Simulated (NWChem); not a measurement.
**Na3H3 ((NaH)3 ring): a first try and a second**

Wanted: a single-point energy of Na3H3 ((NaH)3 ring), MP2/def2-TZVPD.

The calculation is run with NWChem 7.3.0.

1 further run of the same task is left out (set aside as unsound or not needed).

## 1. The molecule

Na3H3: 6 atoms, total charge 0, spin state singlet. Geometry: a GFN2-xTB relaxation, a rough one for these elements and not checked as a minimum.

Bond lengths: Na1–H2 1.721 Å, H2–Na3 1.720 Å, Na3–H4 1.720 Å, H4–Na5 1.719 Å, Na1–H6 1.721 Å, Na5–H6 1.721 Å. Angles: Na1–H2–Na3 124.4°, Na3–H4–Na5 124.6°, Na1–H6–Na5 124.4°, H2–Na1–H6 115.6°, H2–Na3–H4 115.5°, H4–Na5–H6 115.5°.

## 2. The input as first written

File job.nw:

```
start job
title "H3Na3 mp2"
memory total 2200 mb

geometry units angstrom noautosym nocenter
 zmatrix
   Na
   H 1 1.72122
   Na 2 1.720248 1 124.43762
   H 3 1.719561 2 115.48022 1 -0.8121
   Na 4 1.718601 3 124.59525 2 0.43698
   H 5 1.720609 4 115.52503 3 -0.04874
 end
end

basis spherical
 Na library 6-21G**+
 H library 6-21G**+
end

scf
 nopen 0
 rhf
 thresh 1e-06
 maxiter 60
 direct
 noprint "final vectors analysis"
end

mp2
 freeze core 3
end

task mp2 energy
```

Run with:

```
$ nwchem job.nw > job.out
```

The program printed:

```text
Northwest Computational Chemistry Package (NWChem) 7.3.0
             --------------------------------------------------------

           Job information
           ---------------

    nwchem branch   = 7.3.0
    use scalapack   = T
    input           = job.nw
    prefix          = job.
    data base       = ./job.db
    status          = startup
    nproc           =        1

           Memory information
           ------------------

    heap     =     72089596 doubles =      550.0 Mbytes
    stack    =     72089601 doubles =      550.0 Mbytes
    global   =    144179200 doubles =     1100.0 Mbytes (distinct from heap & stack)
    total    =    288358397 doubles =     2200.0 Mbytes
    verify   = yes
    hardfail = no

           Directory information
           ---------------------

  0 permanent = .
  0 scratch   = .

                                NWChem Input Module
                                -------------------

                                     H3Na3 mp2
                                     ---------

 Scaling coordinates for geometry "geometry" by  1.889725989
 (inverse scale =  0.529177249)

                             Geometry "geometry" -> ""
                             -------------------------

 Output coordinates in angstroms (scale by  1.889725989 to convert to a.u.)

[... 17 lines left out ...]
            Nuclear Dipole moment (a.u.)
[... 80 lines left out ...]
 Attempting to read a basis set from a  non-existing file:
 <dir>
 ------------------------------------------------------------------------
 bas_tag_lib: failed opening basis file                   0
 ------------------------------------------------------------------------
 input error at line   17: at end of line looking for character string
  Na library 6-21G**+
 ------------------------------------------------------------------------
  current input line :
    17:  Na library 6-21G**+
 ------------------------------------------------------------------------
 ------------------------------------------------------------------------
 There is an error in the specified basis set
 ------------------------------------------------------------------------

0:bas_tag_lib: failed opening basis file:Received an Error in Communication
  Errorcode: -1
```

Wall time 0.58 s (1 thread of Intel Xeon 6975P-C (Granite Rapids), shared host); peak memory 0.074 GiB.

## 3. Reading the log

The job broke off with an error.

The telling line is `There is an error in the specified basis set`. The fault: the input names a basis that the program doesn't know. To mend it: basis set def2-TZVPD in place of 6-21G**+.

## 4. Try two

File job.nw:

```
start job
title "H3Na3"
memory 2200 mb
charge 0
geometry noautosym nocenter
  zmatrix
    Na
    H 1 1.72122
    Na 2 1.720248 1 124.43762
    H 3 1.719561 2 115.48022 1 -0.8121
    Na 4 1.718601 3 124.59525 2 0.43698
    H 5 1.720609 4 115.52503 3 -0.04874
  end
end
basis spherical
  Na library def2-TZVPD
  H library def2-TZVPD
end
scf
  singlet
  rhf
  thresh 1e-06
  maxiter 60
  direct
  print medium
end
mp2
  freeze core 3
end
task mp2 energy
```

Run with:

```
$ nwchem job.nw > job.out
```

The program printed:

```text
[...]
  functions       =   132
[...]
  wavefunction    = RHF
[...]
         Total SCF energy =   -487.212886257495
      One-electron energy =   -866.161192860216
      Two-electron energy =    289.923256431456
 Nuclear repulsion energy =     89.025050171264
        Time for solution =     14.9s
[...]
          Total MP2 energy          -487.791792040744
[...]
```

Run time: 21 s. Hardware: 1 thread of Intel Xeon 6975P-C (Granite Rapids), shared host; peak memory 0.65 GiB.

## 5. Results

At MP2/def2-TZVPD:

```
                                   quantity          value
                               total energy  -487.79179 Eh
        HOMO energy (Hartree–Fock orbitals)       -8.19 eV
        LUMO energy (Hartree–Fock orbitals)        0.49 eV
      HOMO–LUMO gap (Hartree–Fock orbitals)        8.68 eV
correlation energy (3 core orbitals frozen)     -578.9 mEh
```

What this shows: Mulliken charges run from -0.53 on H2 to +0.53 on Na1; in a basis this large or diffuse they mean little.
